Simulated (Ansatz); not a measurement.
# SiO2+ (doublet): from Hartree-Fock to the top rungs, cc-pVDZ

The task here is to estimate one member of a computed series from the others.

Computed with Ansatz 0.2.0, Gaussian basis. Level: cc-pVDZ, core rule «outside noble gas», up to 7 orbitals frozen.

Plan: UHF; CCSD(T) on ROHF; CCSD(T) on UHF; BCCD(T) on ROHF; CISD as a restricted active space (open shells left free, so some higher excitations enter); CCSDT(Q) on ROHF; CCSDT(Q) on UHF.

35 further runs of the same task are left out: 12 for a known fault of the program, 7 that didn't finish, 16 set aside as unsound or not needed. Runs told in other sessions of the task aren't counted.

**The system**

The geometry is a PBE0/def2-TZVP stationary point (not a proven minimum) of the parent state, kept for this charge and spin.

3 atoms, charge 1, spin multiplicity 2.

Atoms are counted from 1 here; the program's logs count them from 0.

Bond lengths: O1–O2 1.343 Å, O2–Si3 1.710 Å. Angles: O1–O2–Si3 113.5°.

The first run:

Input file in.yaml:

```yaml
crystal:
  periodic: [false, false, false]
  atoms:
    - {symbol: O, position_ang: [0.000000, -0.345870, 1.455845]}
    - {symbol: O, position_ang: [0.000000, 0.564635, 0.468388]}
    - {symbol: Si, position_ang: [0.000000, -0.124623, -1.096174]}
basis:
  gaussian: {orbitals: cc-pVDZ}
total_charge: 1
magnetization: {spin_polarized: true, initial_magnetization: 1}
hamiltonian: {xc: hf}
output: {orbitals: {seedname: orbitals}}
```

Started as:

```console
> ansatz run in.yaml --threads 1 --pin off --events-out ev --progress --plain --max-ram 2393MiB
```

Steps of the session up to this table: UHF; CCSD(T) on ROHF; CCSD(T) on UHF; BCCD(T) on ROHF; CISD as a restricted active space (open shells left free, so some higher excitations enter); CCSDT(Q) on ROHF; CCSDT(Q) on UHF.

One of the session's tables, all rows but one given; the rest of the session is left out.

| method | from UCCSDT(Q) (meV) |
| --- | --- |
| ROHF | +11875.2 |
| UHF | +11737.7 |
| RMP2 | +1161.4 |
| UMP2 | +1178.5 |
| CISD | +1626.4 |
| RCCSD | ? |
| UCCSD | +441.8 |
| RCCSD(T) | +83.6 |
| UCCSD(T) | +83.9 |
| BCCD(T) | +78.9 |
| RCCSDT | +50.1 |
| UCCSDT | +49.4 |
| RCCSDT(Q) | +7.8 |
| UCCSDT(Q) | 0 |

Q: Estimate the row for RCCSD from the others.

**Answer.** from UCCSDT(Q) (meV): +444.7. In the column «from UCCSDT(Q) (meV)» it lies between UCCSD (+441.8) and RMP2 (+1161.4).

Limits of these values: Restricted and unrestricted rows rest on different reference determinants; a gap between their highest levels can come from leftover correlation error, from unlike frozen cores or from another state.
